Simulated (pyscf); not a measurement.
Optimised with ωB97X-D3(BJ)/def2-SVP in PySCF.

Estimate by transition-state theory the rate constant of HO–SiH•–OH + amino radical (NH₂•) → HO–SiH₂–OH + NH [triplet] (triplet surface; H–N broken, H–Si formed) at 900 K, with ωB97M-D3(BJ)/def2-TZVP energies (ideal gas, 1 atm, RRHO with modes under 100 cm⁻¹ raised to 100, one conformer, R ln 2 for chiral ones without a mode under 150 cm⁻¹; no tunnelling).

The electronic barrier is 10.3 kcal/mol and the thermal terms add +25.1, so ΔG‡ = 35.5 kcal/mol. With k_BT/h = 1.88e+13 s⁻¹ and RT = 1.788 kcal/mol, and a volume of 1.23e-19 cm³ per molecule at 1 atm, k = 5.6e-15 cm³ molecule⁻¹ s⁻¹. Wigner's tunnelling factor for 1593i cm⁻¹ would be 1.27. A shift of 1 kcal/mol in the barrier changes k by a factor 1.7. HO–SiH•–OH + NH₂• also meet on a surface of lower spin, which isn't treated here. One saddle was located; it need not be the lowest between these sides. The angle at the transferred H is 159°.
